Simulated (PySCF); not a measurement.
Compound: C3H3ClO.
Geometry (PBE0-D3(BJ)/def2-SVP, Å), atoms numbered from 1 in this order:
```
atom  x, y, z in Å
C1    -0.2577    0.5907   -0.4823
C2     0.9245    0.9028    0.0565
C3     2.1482    0.8478   -0.7708
O4     2.2217    0.5709   -1.9225
Cl5    3.6092    1.2561    0.1719
H6    -0.3254    0.2957   -1.5335
H7    -1.1761    0.6211    0.1084
H8     1.0369    1.1996    1.1008
```

Method: PySCF, PBE0-D3(BJ)/def2-SVP geometry optimisation, gas phase.

Take the most abundant isotopes and a rigid rotor. The values belong to one conformer with, in the numbering `[CH2:1]=[CH:2][C:3](=[O:4])[Cl:5]`, C1–C2–C3–O4 2°.

**Question.** Give the principal moments of inertia and the rotational constants in GHz.

**Answer.** Ia = 54.89, Ib = 190.05, Ic = 244.93 u·Å²; 505379 MHz·u·Å²/I gives 9206, 2659 and 2063 MHz, that is A = 9.2063, B = 2.6592, C = 2.0634 GHz.

**Question.** Classify the top.

**Answer.** An asymmetric top. Ray's parameter κ = (2B − A − C)/(A − C) = -0.833; −1 is the prolate and +1 the oblate limit.

**Question.** What does the inertial defect say?

**Answer.** Planar: Δ = Ic − Ia − Ib = -0.02 u·Å². For a rigid frame Δ = −2 Σ m c², so it vanishes when all atoms lie in the ab plane; here none is more than 0.04 Å from it.

**Question.** Predict some low-J microwave lines.

**Answer.** The dipole components are |μa| = 2.28 D, |μb| = 2.01 D, |μc| = 0.00 D; the mirror of this Cs structure is the ab plane, so μc vanishes by symmetry and there are no c-type lines. Intensities carry the squares of the components, which stand as 1.00 : 0.78 (a : b). Some lines, for components of 0.1 D or more:

```csv
type,branch,"J(Ka,Kc)",MHz,lower level (cm⁻¹)
a,Q,"3(1,2) ← 3(1,3)",3573,1.113
a,R,"2(0,2) ← 1(0,1)",9406,0.158
b,R,"2(1,2) ← 1(0,1)",15396,0.158
b,Q,"2(2,0) ← 2(1,1)",19680,0.731
b,Q,"2(2,1) ← 2(1,2)",21429,0.671
a,R,"5(2,3) ← 4(2,2)",24257,2.507
b,R,"3(2,2) ← 2(1,1)",33809,0.731
b,R,"4(2,2) ← 3(1,3)",41778,1.113
b,Q,"4(4,0) ← 4(3,1)",47838,3.634
b,R,"3(3,0) ← 2(2,1)",48418,1.386
b,R,"4(3,2) ← 3(2,1)",53019,1.865
b,Q,"5(5,0) ← 5(4,1)",61525,6.020
b,R,"4(4,1) ← 3(3,0)",66810,3.001
```

**Question.** Estimate the classical rotational partition function at 10 K, 50 K and 100 K.

**Answer.** Point group Cs, symmetry number σ = 1; q = (√π/σ)·√((kT/h)³/(ABC)), k/h = 20836.6 MHz/K: 750 at 10 K, 8390 at 50 K, 23700 at 100 K.

No PBE0-D3(BJ)/def2-SVP frequencies stand behind this structure, so it isn't proved a minimum. Constants of a rigid frame at the computed geometry: no zero-point averaging, no centrifugal distortion. Quadrupole hyperfine structure (35Cl) is left out.

Hardware: one thread of an Arm Neoverse V2, shared host with 96 logical CPUs at a one-minute load of 41. Cost: 12 s wall, 0.38 GiB resident at most. That covers the optimisation of the geometry.
